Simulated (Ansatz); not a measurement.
The input, for Ansatz 0.2.0:

```yaml
crystal:
  periodic: [false, false, false]
  atoms:
    - {symbol: B, position_ang: [0.000000, -0.081894, 0.000000]}
    - {symbol: H, position_ang: [0.000000, 0.439190, -1.091073]}
    - {symbol: H, position_ang: [0.000000, 0.439190, 1.091073]}
basis:
  gaussian: {orbitals: aug-cc-pVTZ}
total_charge: -1
magnetization: {spin_polarized: true, initial_magnetization: 2}
correlation: {method: ccsd_t, electrons: outside_noble_gas}
```

```sh
$ ansatz run in.yaml --threads 2 --pin off --events-out ev --progress --plain --max-ram 23808MiB --backend cuda --devices 0, --max-vram 18GiB
```

Log:

```
518 factors; integrals over basis functions are off by at most 1.2e-3 eV
mean field evaluation 1: about -698.8149 eV, gradient 1.0e1 eV
mean field evaluation 2: about -698.8163 eV, gradient 1.0e1 eV
mean field evaluation 4: about -700.4775 eV, gradient 1.8e0 eV
mean field evaluation 8: about -700.5608 eV, gradient 3.5e-3 eV
mean field evaluation 16: about -700.4783 eV, gradient 1.8e0 eV
mean field evaluation 32: about -699.0772 eV, gradient 6.9e0 eV
mean field evaluation 64: about -700.0847 eV, gradient 3.4e-1 eV
mean field evaluation 96: about -700.3537 eV, gradient 2.2e0 eV
mean field evaluation 128: about -700.5198 eV, gradient 9.0e-1 eV
mean field evaluation 160: about -700.5573 eV, gradient 2.2e-1 eV
...
cycle   1  -3.33795248 eV  change   -2.5e-1 eV  update   1.8e-2
cycle   2  -3.34620422 eV  change   -8.3e-3 eV  update   5.5e-3
cycle   3  -3.34858191 eV  change   -2.4e-3 eV  update   2.7e-3
cycle   4  -3.34922848 eV  change   -6.5e-4 eV  update   1.1e-3
cycle   5  -3.34933280 eV  change   -1.0e-4 eV  update   4.8e-4
cycle   6  -3.34934157 eV  change   -8.8e-6 eV  update   2.0e-4
cycle   7  -3.34935835 eV  change   -1.7e-5 eV  update   8.0e-5
cycle   8  -3.34936316 eV  change   -4.8e-6 eV  update   3.4e-5
cycle   9  -3.34936015 eV  change    3.0e-6 eV  update   1.4e-5
cycle  10  -3.34935991 eV  change    2.4e-7 eV  update   5.0e-6
perturbative correction -0.10958988 eV, -0.0040273540 hartree
Total energy: -704.01972833 eV, -25.8722478143 hartree
```

For the same geometry and basis UCCSDT(Q) lies 23.3 meV lower.

Ran on 2 threads of AMD EPYC 7R13 with a shared H100 80 GB, shared host: 8 s wall, 0.84 GiB peak host memory.
